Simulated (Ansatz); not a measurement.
```xyz
8

C    -1.9668   -0.7064    0.1767
C    -1.0061   -0.0112    0.3499
O     0.0241    0.7490    0.5465
C     1.1811    0.3390   -0.1694
F     2.1424    1.2224    0.1451
H    -2.8296   -1.3106    0.0364
H     1.4768   -0.6620    0.1586
H     0.9782    0.3799   -1.2437
```

The species carries charge 0 and has multiplicity 1.

List the ωB97M-V/def2-TZVPP orbital energies in eV (Ansatz). (Best estimate.)

Computed: Occupied: -678.27, -528.33, -285.78, -283.25, -281.43, -37.65, -34.07, -24.30, -22.99, -19.69, -18.20, -18.04, -17.16, -15.43, -15.03, -14.44, -12.77, -10.41, -9.73. Lowest empty: 2.77, 3.32, 3.56, 3.74, 3.81, 4.69, 4.86, 5.79.
